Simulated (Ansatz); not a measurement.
# Voigt–Reuss–Hill shear modulus of rutile TiO2 at several levels of theory

No measured value is used here.

```
level (code)     value (GPa)  cell (Å³/atom)
---------------  -----------  --------------
PBE (Ansatz)             109           10.65
r²SCAN (Ansatz)          120           10.40
HSE06 (Ansatz)           [?]           10.30
```

Q: Fill in the missing entries.

A: 
- HSE06 (Ansatz, a first-principles code), value (GPa): 126

Each level is taken at its own relaxed cell. Cutoffs differ between the levels. Ansatz's density-functional and Hartree–Fock values are scalar-relativistic unless marked +SOC, with PAW data made under PBE.
